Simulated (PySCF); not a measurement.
Isomers of C2H6N (doublet state). Computed with PBE0-D3(BJ)/def2-SVP geometry optimisation, gas phase (PySCF). Energies are electronic, without zero-point or thermal terms, for one conformer each. No frequencies were run at this level. Point groups hold within 0.08 Å. The open-shell SCF solutions weren't tested for stability.

Question: Order them by energy at this level, lowest first, and give relative energies in kcal/mol.
A. dimethylaminyl (`C[N]C`)
B. `[CH2:1][NH:2][CH3:3]` (doublet state) with H–C1–N2–C3 37° and -176°

Answer: B (0.0), A (2.9).

As drawn, the lower has an N–H bond, which the higher lacks. Neighbours under 5.0 kcal/mol apart ([CH2]NC and C[N]C) can change places with a better method, another conformer or zero-point energy.

```csv
SMILES,E (Eh),E rel (kcal/mol),dipole (D),point group,"A, B, C (MHz)",⟨S²⟩
[CH2]NC,-134.25004,0.0,1.25,–,"43389, 9786, 8520",0.753
C[N]C,-134.24540,2.9,1.77,–,"40717, 9772, 8741",0.754
```

How do the relative energies change in single points at B3LYP/IGLO-III on C N, pcH-1 on H (no added dispersion term) on the same geometries?

| SMILES | PBE0-D3(BJ)/def2-SVP (kcal/mol) | B3LYP/IGLO-III on C N, pcH-1 on H (kcal/mol) | shift |
| --- | --- | --- | --- |
| [CH2]NC | 0.0 | 0.0 | 0.0 |
| C[N]C | 2.9 | 1.6 | -1.3 |

Each column counts from its own lowest isomer. The order is unchanged; the largest shift is 1.3 kcal/mol.
